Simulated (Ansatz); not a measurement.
# Al2H5S: the cost of one run

Method: RKS PBE-D4/def2-SVP, in Ansatz 0.2.0.

1 further run of the same task is left out (it didn't finish).

### 1 The starting structure

Bond lengths: Al1–S2 2.297 Å, S2–Al3 2.296 Å, Al1–H4 1.521 Å, Al1–H5 1.523 Å, S2–H6 1.358 Å, Al3–H7 1.523 Å, Al3–H8 1.522 Å. Angles: Al1–S2–Al3 175.1°, Al1–S2–H6 92.3°, Al3–S2–H6 92.3°, S2–Al1–H4 119.6°, S2–Al1–H5 106.9°, H4–Al1–H5 133.5°, S2–Al3–H7 106.9°, S2–Al3–H8 119.6°, H7–Al3–H8 133.5°.

As a file:

```xyz
8

Al   -1.5722    1.3117   -1.0572
S    -0.0555   -0.0936   -0.0578
Al    1.3264   -1.6389    0.9294
H    -2.8019    0.7284   -1.7368
H    -1.0555    2.7315   -0.8628
H     0.7051    0.9450    0.3740
H     2.4549   -0.8629    1.5947
H     0.9987   -3.1210    0.8165
```

### 2 End point A

input.yaml

```yaml
crystal:
  periodic: [false, false, false]
  atoms:
    - { symbol: Al, position_ang: [-1.57223, 1.31166, -1.05716] }
    - { symbol: S, position_ang: [-0.05546, -0.09362, -0.05782] }
    - { symbol: Al, position_ang: [1.3264, -1.63895, 0.9294] }
    - { symbol: H, position_ang: [-2.80193, 0.72836, -1.73679] }
    - { symbol: H, position_ang: [-1.05546, 2.73149, -0.86282] }
    - { symbol: H, position_ang: [0.70508, 0.94497, 0.37402] }
    - { symbol: H, position_ang: [2.45488, -0.86295, 1.59468] }
    - { symbol: H, position_ang: [0.99872, -3.12096, 0.8165] }
total_charge: 1
basis:
  gaussian: { orbitals: def2-SVP }
hamiltonian:
  xc: pbe
  dispersion: d4
relax:
  f_tol: 0.02
  max_steps: 50
```

Run with:

```
$ ansatz run input.yaml --threads 1 --pin off --max-ram 2048MiB --backend cpu --events-out ev --progress --plain --runs-dir out
```

Q: Estimate wall time and peak memory on 1 thread of Arm Neoverse V1, shared host.

About 27 s, with a peak of 0.14 GiB.
